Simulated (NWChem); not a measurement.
# carbon tetrachloride (CCl4); SMILES ClC(Cl)(Cl)Cl

```xyz
5

Cl    -0.6194     1.3459     0.9677
C     -0.0001     0.0000     0.0000
Cl     0.6177    -1.2637     1.0738
Cl    -1.3050    -0.6593    -0.9969
Cl     1.3067     0.5770    -1.0446
```
Atoms are numbered in this order, from 1.

All runs: NWChem. Pople sets run with spherical d functions. Geometry: optimised at PBE0/def2-SVP.

Order these by “orbital gap (eV)”, lowest first: B3LYP/6-31+G*; B3LYP/def2-SVPD; B3LYP/STO-3G; B3LYP/def2-SVP.

B3LYP/6-31+G* (6.88), B3LYP/def2-SVPD (7.03), B3LYP/def2-SVP (7.58), B3LYP/STO-3G (8.24)
